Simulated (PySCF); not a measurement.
**Sulfur: a sound run and one with changed settings**

Sound run: S [Ne] 3s2 3p4, S⁺ [Ne] 3s2 3p3. Computed with PySCF 2.14 in cc-pV(T+d)Z (5s4p3d1f, 39 functions), with the non-relativistic Hamiltonian (point nucleus). The sound run starts from symmetry-adapted Hartree-Fock orbitals and uses a fine grid where one is needed.

A second run was set up differently.

```tsv
species	method	sound run (hartree)	changed run (hartree)	converged
S	UHF	-397.50938	-397.22618	no
S	MN15	-397.99840	-396.96244	no
S	PBE	-397.94411	-396.51484	no
S⁺	UHF	-397.17001	-397.12296	no
S⁺	MN15	-397.61768	-397.21626	no
S⁺	PBE	-397.56125	-396.96147	no
```

Question: What was changed?
A. radial grid too coarse
B. too few SCF iterations
C. a valence shell is frozen
D. level shift left on

Answer: B. It used initial guess 1e, at most 2 SCF cycles. The SCF was stopped early; the energies are upper bounds that still move, and correlated levels were skipped or rest on poor orbitals.
